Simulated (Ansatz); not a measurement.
**Diamond-structure Ge**

Calculation: LDA (plane waves, PAW; Ansatz, a program for electronic structure).

Run with plane-wave cutoff 520 eV, 20×20×20 k mesh, Fermi–Dirac smearing 0.05 eV, perturbation theory, scalar-relativistic PAW data made under PBE.

Cell: relaxed at this level.

```yaml
zone-centre TO phonon frequency: 291 cm⁻¹
```

Measured, for comparison: zone-centre TO phonon frequency 304 cm⁻¹ (low temperature, zero-point motion not removed; as tabulated in Tanner et al. (2021), arXiv:2110.11888). Computed (rounded) less measured: zone-centre TO phonon frequency -4 %.

Note: the solid has no gap at this level, which affects its response.

The result took about 5 core-minutes (a rough figure).
